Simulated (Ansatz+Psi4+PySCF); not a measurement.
Results of a calculation; reference values are marked as such.
## Psi4 1.11 run

```
molecule {
1 2
C 0.002560 0.005350 0.008050
C 0.745020 -0.005360 1.089440
C -0.735750 -0.009150 1.097600
}

set basis cc-pVTZ
set reference rohf
set scf_type pk
energy('scf')
```

The input is written out from the run's settings.

The run gave:

```json
{
  "Converged": "yes",
  "Total energy": "-112.95280 hartree",
  "Spin squared of the determinant": "0.750",
  "Occupied orbitals by symmetry in an Abelian subgroup (alpha; beta)": "8 Ap 1 App; 7 Ap 1 App"
}
```

This is not the lowest solution: another run reaches a determinant 0.16 eV lower. Caution: an unrestricted determinant lies well below.
